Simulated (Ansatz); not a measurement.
# Rock-salt EuS

Method: Hartree–Fock in Ansatz (plane waves, PAW).

Settings: plane-wave cutoff 460 eV, 8×8×8 k mesh, Fermi–Dirac smearing 0.01 eV, spin-polarised with parallel moments, scalar-relativistic PAW data made under PBE.

Cell: measured lattice: a = 5.956 Å, b = 5.956 Å, c = 5.956 Å, α = 90.00°, β = 90.00°, γ = 90.00°.

- band gap = 8.50 eV (on the SCF k mesh)
- smallest direct gap on the k points sampled = 9.30 eV
- direct gap at Γ = 10.84 eV
- magnetic moment (largest site, within a sphere) = 6.99 μB

Note: the state of the 4f shell is in doubt; cell and atoms aren't relaxed at this level (pressure 9.3 GPa).

Moments are spin moments.

Spin–orbit coupling is not included.

Static lattice: no zero-point or thermal effects.

It cost about 9 core-minutes (a rough figure) of CPU time.

Ansatz is a quantum-chemistry and plane-wave program.
